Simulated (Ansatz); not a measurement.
Ansatz (a first-principles code) input (PBE/def2-SVP):

Ansatz 0.2 input:
```yaml
crystal:
  periodic: [false, false, false]
  atoms:
    - {symbol: C, position_ang: [-0.09071946, 0.00000000, 0.00000000]}
    - {symbol: H, position_ang: [0.27215839, 0.00000000, -1.03552753]}
    - {symbol: H, position_ang: [0.27215839, 0.00000000, 1.03552753]}
basis:
  gaussian:
    orbitals: def2-SVP
hamiltonian:
  xc: {name: PBE}
total_charge: 1
magnetization: {spin_polarized: true, initial_magnetization: 1}
output: {forces: true}
```

**Question.** Predict the final energy.

**Answer.** -38.67238 Eh.
